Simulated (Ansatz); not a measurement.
**N₂O: how energies converge with the basis set**

Aim: see how fast density functionals and correlated methods converge with the basis set for N₂O.

Computed with Ansatz 0.2.0, Gaussian basis. Level: one geometry, several basis sets.

The runs, in order: PBE0-D4/def2-SVP; ωB97M-V/def2-SVP; PBE0-D4/def2-QZVPP; ωB97M-V/def2-QZVPP; CCSD(T)/cc-pV(D+d)Z; CCSD(T)/cc-pV(T+d)Z; CCSD(T)/cc-pV(Q+d)Z; the functionals' def2-TZVPP values are taken from earlier runs.

### 1 The relaxed structure

The geometry comes from an earlier relaxation with PBE0-D4 in a triple-zeta def2 set; it is a stationary point.

3 atoms, charge 0, spin multiplicity 1.

Atoms are counted from 1 here; the program's logs count them from 0.

Bond lengths: N1–N2 1.118 Å, N2–O3 1.174 Å. Angles: N1–N2–O3 180.0°.

Geometry (Å):

```xyz
3

N    -0.5117    1.0013   -0.1679
N    -0.0084    0.0165   -0.0028
O     0.5201   -1.0178    0.1707
```

### 2 PBE0-D4 in def2-SVP

Input file in.yaml:

```yaml
crystal:
  periodic: [false, false, false]
  atoms:
    - {symbol: N, position_ang: [-0.511673, 1.001271, -0.167931]}
    - {symbol: N, position_ang: [-0.008437, 0.016545, -0.002767]}
    - {symbol: O, position_ang: [0.520110, -1.017806, 0.170688]}
basis:
  gaussian: {orbitals: def2-SVP}
hamiltonian: {xc: pbe0, dispersion: d4}
output: {orbitals: {seedname: orbitals}}
```

Log:

```text
Functional definition: PBE0
  name "PBE0"
  cite "Adamo & Barone, J. Chem. Phys. 110, 6158 (1999) doi:10.1063/1.478522"
  cite "Perdew, Burke & Ernzerhof, Phys. Rev. Lett. 77, 3865 (1996) doi:10.1103/PhysRevLett.77.3865"
  parent pbe
  parameter a = 0.25
  parameter kappa = 0.804
  parameter beta = 0.06672455060314922
  exchange = (1 - a)*pbe_x(kappa = kappa, mu = beta*pi^2/3) + a*exact_x
  correlation = pbe_c(beta = beta)
412 factors; integrals over basis functions are off by at most 1.1e-3 eV
mean field evaluation 1: about -5013.8422 eV, gradient 3.4e1 eV
mean field evaluation 2: about -5010.8346 eV, gradient 5.4e1 eV
mean field evaluation 4: about -5015.7018 eV, gradient 6.2e0 eV
mean field evaluation 8: about -5015.7768 eV, gradient 6.7e-2 eV
mean field -5015.77680048 eV, -184.3263976022 hartree, gradient 6.8e-5 eV, S^2 0.000000; 0 other end points of the search recorded, 0 dependent functions left out
reference -5015.77680807 eV, -184.3263978810 hartree; 11, 11 occupied and 31, 31 virtual orbitals, 412 factors
Total energy: -5015.79880599 eV, -184.3272062896 hartree
```

Wall time 0.25 s (2 threads, shared host).

### 3 ωB97M-V in def2-SVP

in.yaml, as its differences from that of step 2:

```diff
@@ -8,3 +8,3 @@
   gaussian: {orbitals: def2-SVP}
-hamiltonian: {xc: pbe0, dispersion: d4}
+hamiltonian: {xc: {name: wB97M-V}}
 output: {orbitals: {seedname: orbitals}}
```

Log, shortened:

```text
Functional definition: wB97M-V
  name "wB97M-V"
  cite "Mardirossian & Head-Gordon, J. Chem. Phys. 144, 214110 (2016) doi:10.1063/1.4952647"
  cite "Becke, J. Chem. Phys. 107, 8554 (1997) doi:10.1063/1.475007"
  cite "Vydrov & Van Voorhis, J. Chem. Phys. 133, 244103 (2010) doi:10.1063/1.3521275"
  # Of w^i u^j: cxij and so on, Table III.
[...]
  gx(w, u) = 1 - cx + cx01*u + cx10*w
  gss(w, u) = css00 + css04*u^4 + css10*w + css20*w^2 + css43*w^4*u^3
  gos(w, u) = cos00 + cos10*w + (cos20 + cos21*u)*w^2 + (cos60 + cos61*u)*w^6
[...]
      + integral(e_c_pw_mod_opposite_spin*gos(b97_w_opposite, b97_u_opposite)) + vv10(b, c)
412 factors; integrals over basis functions are off by at most 1.1e-3 eV
82 factors; integrals over basis functions are off by at most 6.6e-6 eV
[...]
mean field -5019.67450815 eV, -184.4696357168 hartree, gradient 5.8e-6 eV, S^2 0.000000; 0 other end points of the search recorded, 0 dependent functions left out
reference -5019.67452077 eV, -184.4696361807 hartree; 11, 11 occupied and 31, 31 virtual orbitals, 412 factors
Total energy: -5019.67452077 eV, -184.4696361807 hartree
```

It took 0.7 s on 2 threads, shared host.

### 4 PBE0-D4 in def2-QZVPP

in.yaml, as its differences from that of step 3:

```diff
@@ -7,4 +7,4 @@
 basis:
-  gaussian: {orbitals: def2-SVP}
-hamiltonian: {xc: {name: wB97M-V}}
+  gaussian: {orbitals: "def2-QZVPP.json"}
+hamiltonian: {xc: pbe0, dispersion: d4}
 output: {orbitals: {seedname: orbitals}}
```

Log:

```text
Functional definition: PBE0
  name "PBE0"
  cite "Adamo & Barone, J. Chem. Phys. 110, 6158 (1999) doi:10.1063/1.478522"
  cite "Perdew, Burke & Ernzerhof, Phys. Rev. Lett. 77, 3865 (1996) doi:10.1103/PhysRevLett.77.3865"
  parent pbe
  parameter a = 0.25
  parameter kappa = 0.804
  parameter beta = 0.06672455060314922
  exchange = (1 - a)*pbe_x(kappa = kappa, mu = beta*pi^2/3) + a*exact_x
  correlation = pbe_c(beta = beta)
520 factors; their error is unknown
mean field evaluation 1: about -5019.9701 eV, gradient 3.6e1 eV
mean field evaluation 2: about -5017.8822 eV, gradient 5.0e1 eV
mean field evaluation 4: about -5021.8954 eV, gradient 7.0e0 eV
mean field evaluation 8: about -5021.9786 eV, gradient 1.1e-2 eV
mean field -5021.98651476 eV, -184.5546003928 hartree, gradient 3.1e-5 eV, S^2 0.000000; 0 other end points of the search recorded, 0 dependent functions left out
reference -5021.98653293 eV, -184.5546010604 hartree; 11, 11 occupied and 160, 160 virtual orbitals, 520 factors
Total energy: -5022.00853085 eV, -184.5554094690 hartree
```

Wall time 0.85 s (2 threads, shared host).

### 5 ωB97M-V in def2-QZVPP

in.yaml, as its differences from that of step 4:

```diff
@@ -8,3 +8,3 @@
   gaussian: {orbitals: "def2-QZVPP.json"}
-hamiltonian: {xc: pbe0, dispersion: d4}
+hamiltonian: {xc: {name: wB97M-V}}
 output: {orbitals: {seedname: orbitals}}
```

Log, shortened:

```text
Functional definition: wB97M-V
  name "wB97M-V"
  cite "Mardirossian & Head-Gordon, J. Chem. Phys. 144, 214110 (2016) doi:10.1063/1.4952647"
  cite "Becke, J. Chem. Phys. 107, 8554 (1997) doi:10.1063/1.475007"
  cite "Vydrov & Van Voorhis, J. Chem. Phys. 133, 244103 (2010) doi:10.1063/1.3521275"
  # Of w^i u^j: cxij and so on, Table III.
[...]
  gx(w, u) = 1 - cx + cx01*u + cx10*w
  gss(w, u) = css00 + css04*u^4 + css10*w + css20*w^2 + css43*w^4*u^3
  gos(w, u) = cos00 + cos10*w + (cos20 + cos21*u)*w^2 + (cos60 + cos61*u)*w^6
[...]
      + integral(e_c_pw_mod_opposite_spin*gos(b97_w_opposite, b97_u_opposite)) + vv10(b, c)
520 factors; their error is unknown
117 factors; integrals over basis functions are off by at most 8.8e-6 eV
[...]
mean field -5026.05723032 eV, -184.7041964303 hartree, gradient 3.5e-5 eV, S^2 0.000000; 0 other end points of the search recorded, 0 dependent functions left out
reference -5026.05726023 eV, -184.7041975296 hartree; 11, 11 occupied and 160, 160 virtual orbitals, 520 factors
Total energy: -5026.05726023 eV, -184.7041975296 hartree
```

Run time: 2.2 s. Hardware: 2 threads, shared host; peak memory 0.27 GiB.

### 6 Functionals by basis

The def2-TZVPP values come from earlier runs at the same geometry.

| functional | basis | functions | energy (eV) | from the largest (eV) | HOMO (eV) | LUMO (eV) |
| --- | --- | --- | --- | --- | --- | --- |
| PBE0-D4 | def2-SVP | 42 | -5015.7988 | 6.210 | -9.71 | -0.06 |
| PBE0-D4 | def2-TZVPP | 93 | -5021.7613 | 0.247 | -9.82 | -0.18 |
| PBE0-D4 | def2-QZVPP | 171 | -5022.0085 | 0.000 | -9.84 | -0.24 |
| ωB97M-V | def2-SVP | 42 | -5019.6745 | 6.383 | -11.90 | 2.45 |
| ωB97M-V | def2-TZVPP | 93 | -5025.8256 | 0.232 | -12.07 | 2.24 |
| ωB97M-V | def2-QZVPP | 171 | -5026.0573 | 0.000 | -12.10 | 2.13 |

### 7 CCSD(T) in cc-pV(D+d)Z

in.yaml, as its differences from that of step 5:

```diff
@@ -7,4 +7,3 @@
 basis:
-  gaussian: {orbitals: "def2-QZVPP.json"}
-hamiltonian: {xc: {name: wB97M-V}}
-output: {orbitals: {seedname: orbitals}}
+  gaussian: {orbitals: "cc-pV(D+d)Z.json"}
+correlation: {method: ccsd_t}
```

Log, shortened:

```text
Functional definition: HF
  name "HF"
  cite "Fock, Z. Phys. 61, 126 (1930) doi:10.1007/BF01340294"
  parent pbe
[...]
403 factors; integrals over basis functions are off by at most 7.8e-4 eV
[...]
mean field -4998.67573310 eV, -183.6979449674 hartree, gradient 1.3e-6 eV, S^2 0.000000; 0 other end points of the search recorded, 0 dependent functions left out
3 core orbitals not correlated: weight in the atoms' cores, before any rotation towards them, 1.000 or more for the frozen orbitals, at most 0.000 for the correlated occupied ones
reference -4998.67573310 eV, -183.6979449674 hartree; 8, 8 occupied and 31, 31 virtual orbitals, 403 factors
second order -14.20420681 eV of doubles, -0.00000000 eV of singles
cycle   1  -13.14318523 eV  change     1.1e0 eV  update   1.4e-1
[...]
cycle  10  -13.87439362 eV  change    1.9e-5 eV  update   5.9e-6
perturbative correction -0.63733680 eV, -0.0234216955 hartree
Total energy: -5013.18746352 eV, -184.2312412240 hartree
```

Run time: 0.45 s. Hardware: 2 threads, shared host.

### 8 CCSD(T) in cc-pV(T+d)Z

in.yaml, as its differences from that of step 7:

```diff
@@ -7,3 +7,4 @@
 basis:
-  gaussian: {orbitals: "cc-pV(D+d)Z.json"}
+  gaussian: {orbitals: "cc-pV(T+d)Z.json"}
 correlation: {method: ccsd_t}
+output: {orbitals: {seedname: orbitals}}
```

Log, shortened:

```text
Functional definition: HF
  name "HF"
  cite "Fock, Z. Phys. 61, 126 (1930) doi:10.1007/BF01340294"
  parent pbe
[...]
554 factors; integrals over basis functions are off by at most 8.8e-4 eV
[...]
mean field -5000.14564743 eV, -183.7519633225 hartree, gradient 1.7e-6 eV, S^2 0.000000; 0 other end points of the search recorded, 0 dependent functions left out
3 core orbitals not correlated: weight in the atoms' cores, before any rotation towards them, 1.000 or more for the frozen orbitals, at most 0.000 for the correlated occupied ones
reference -5000.14564743 eV, -183.7519633225 hartree; 8, 8 occupied and 79, 79 virtual orbitals, 554 factors
second order -17.39273483 eV of doubles, -0.00000000 eV of singles
cycle   1  -16.03273703 eV  change     1.4e0 eV  update   1.4e-1
[...]
cycle  11  -16.86344339 eV  change    8.2e-6 eV  update   1.9e-6
perturbative correction -0.94300563 eV, -0.0346548178 hartree
Total energy: -5017.95209645 eV, -184.4063382545 hartree
```

Wall time 1.2 s (2 threads, shared host).

### 9 CCSD(T) in cc-pV(Q+d)Z

in.yaml, as its differences from that of step 8:

```diff
@@ -7,4 +7,3 @@
 basis:
-  gaussian: {orbitals: "cc-pV(T+d)Z.json"}
+  gaussian: {orbitals: "cc-pV(Q+d)Z.json"}
 correlation: {method: ccsd_t}
-output: {orbitals: {seedname: orbitals}}
```

Log, shortened:

```text
Functional definition: HF
  name "HF"
  cite "Fock, Z. Phys. 61, 126 (1930) doi:10.1007/BF01340294"
  parent pbe
[...]
1025 factors; integrals over basis functions are off by at most 9.7e-4 eV
[...]
mean field -5000.51272912 eV, -183.7654533259 hartree, gradient 2.9e-6 eV, S^2 0.000000; 0 other end points of the search recorded, 0 dependent functions left out
3 core orbitals not correlated: weight in the atoms' cores, before any rotation towards them, 1.000 or more for the frozen orbitals, at most 0.000 for the correlated occupied ones
reference -5000.51272912 eV, -183.7654533259 hartree; 8, 8 occupied and 154, 154 virtual orbitals, 1025 factors
second order -18.59332434 eV of doubles, -0.00000000 eV of singles
cycle   1  -17.04702571 eV  change     1.5e0 eV  update   1.5e-1
[...]
cycle  11  -17.90526270 eV  change    9.0e-6 eV  update   2.0e-6
perturbative correction -1.02436977 eV, -0.0376448948 hartree
Total energy: -5019.44236159 eV, -184.4611044883 hartree
```

Wall time 7.5 s (2 threads, shared host); peak memory 0.99 GiB.

Energy pieces by basis (eV):

```
      basis          HF  MP2 correlation  CCSD correlation      (T)       total
cc-pV(D+d)Z  -4998.6757         -14.2042          -13.8744  -0.6373  -5013.1875
cc-pV(T+d)Z  -5000.1456         -17.3927          -16.8634  -0.9430  -5017.9521
cc-pV(Q+d)Z  -5000.5127         -18.5933          -17.9053  -1.0244  -5019.4424
```

### 10 From triple and quadruple zeta to the limit

This step is arithmetic on the last runs, with X = 3 and 4: exp(−5.46√X) for Hartree-Fock, X^−3.05 for correlation.

```
  level  energy at the limit (eV)
     HF                -5000.6233
    MP2                -5020.0713
   CCSD                -5019.2703
CCSD(T)                -5020.3525
```

| basis | HF above its limit (eV) | share of the MP2 correlation limit (%) |
| --- | --- | --- |
| cc-pV(D+d)Z | 1.948 | 73.0 |
| cc-pV(T+d)Z | 0.478 | 89.4 |
| cc-pV(Q+d)Z | 0.111 | 95.6 |

### 11 Results

| quantity | value |
| --- | --- |
| MP2 correlation recovered, cc-pV(D+d)Z | 73.0 % |
| MP2 correlation recovered, cc-pV(T+d)Z | 89.4 % |
| MP2 correlation recovered, cc-pV(Q+d)Z | 95.6 % |
| CCSD(T) limit from def2 sets (earlier runs) less the limit of this series | 24 meV |
| PBE0-D4: double and triple zeta above quadruple | 6.21, 0.25 eV |
| ωB97M-V: double and triple zeta above quadruple | 6.38, 0.23 eV |

**Reading.** For PBE0-D4 the step from double to triple zeta gains 5.96 eV and the next only 0.25 eV. Correlation climbs from 73 % (cc-pV(D+d)Z) to 96 % (cc-pV(Q+d)Z) of the limit; Hartree-Fock is 0.111 eV from its own by then. A limit from the def2 sets, made apart, differs by 24 meV, a least measure of the doubt on such a limit. These are total energies; as a rule much of such shifts cancels in differences, which this series doesn't test.

For PBE0-D4 the largest set took about 3 times as long as the smallest (0.85 s against 0.25 s).
